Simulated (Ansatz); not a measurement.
# Si2P+ (triplet): the correlation ladder, def2-TZVPP

An exercise on one series of results from a longer session: the logs are not shown, and one member is left open.

The runs use Ansatz 0.2.0, Gaussian basis; def2-TZVPP, core rule «outside noble gas», up to 15 orbitals frozen.

Plan: UHF; ROHF; CCSD(T) on UHF.

### The system

The geometry is a PBE0/def2-TZVP stationary point (not a proven minimum) of the parent state, kept for this charge and spin.

3 atoms, charge 1, spin multiplicity 3.

Atoms are counted from 1 here; the program's logs count them from 0.

Bond lengths: P1–Si2 2.102 Å, Si2–Si3 2.227 Å. Angles: P1–Si2–Si3 180.0°.

The first run:

in.yaml reads:

```yaml
crystal:
  periodic: [false, false, false]
  atoms:
    - {symbol: P, position_ang: [0.000000, 0.000000, -2.143900]}
    - {symbol: Si, position_ang: [0.000000, 0.000000, -0.041700]}
    - {symbol: Si, position_ang: [0.000000, 0.000000, 2.185600]}
basis:
  gaussian: {orbitals: def2-TZVPP}
total_charge: 1
magnetization: {spin_polarized: true, initial_magnetization: 2}
hamiltonian: {xc: hf}
output: {orbitals: {seedname: orbitals}}
```

The run is started by

```bash
$ ansatz run in.yaml --threads 1 --pin off --events-out ev --progress --plain --max-ram 4096MiB --backend cpu
```

Among the steps run: UHF; ROHF; CCSD(T) on UHF.

One table of the session follows, with a row left open; its other results are not shown here.

```
  method  from UCCSD(T) (meV)
    ROHF              +9448.2
     UHF              +8703.3
    UMP2                    ?
   UCCSD               +579.5
UCCSD(T)                    0
```

Q: Estimate the row for UMP2 from the others.

**Answer.** from UCCSD(T) (meV): +2059.2. In the column «from UCCSD(T) (meV)» it lies between UCCSD (+579.5) and UHF (+8703.3).

Caveats from the session: The determinant is far from a pure spin state, so its energy mixes those of several spin states (harmless only where they are near-degenerate, as at dissociation).
